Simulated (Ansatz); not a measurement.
A made-up structure of B2H3O, doublet:

```xyz
6
angstrom
B -0.2843 -0.1144 -0.0769
O -1.3102 -0.8607 -0.3811
B 0.6861 0.7659 0.2258
H -1.2827 -1.8274 -0.4552
H 1.3333 1.2188 -0.6710
H 0.8513 1.0459 1.3758
```

It is relaxed with PBE-D4/def2-SVP and then PBE0-D4/def2-TZVP (Ansatz 0.2.0). Atoms count as bonded within 1.22 times the sum of their covalent radii (H–H: 0.88 Å). The end point is not checked to be a true minimum.

Question: Does its bonding change? (A judgement: the text doesn't fix the answer.)

Answer: The calculation gives: No: no bond forms or breaks.

Where it ends: The first stage lowers the energy by 1.14 eV in 6 steps. It ends as B₂H₃O ([BH2][B][OH]):
```
6
angstrom
B -0.4229 -0.1603 -0.1131
O -1.4269 -0.9385 -0.4149
B 0.7449 0.8252 0.2448
H -1.2760 -1.8888 -0.4593
H 1.4247 1.2800 -0.6288
H 0.9497 1.1104 1.3889
```

Labels in which every atom is bracketed show which atoms are joined, not bond orders.

For scale, one of the runs: PBE0-D4/def2-TZVP relaxation, 111 basis functions, launched by `ansatz run in.yaml --threads 2 --pin off --events-out ev --progress --plain --max-ram 4352MiB`. The run took about 14 s on 2 CPU threads of an Intel Xeon (shared host).
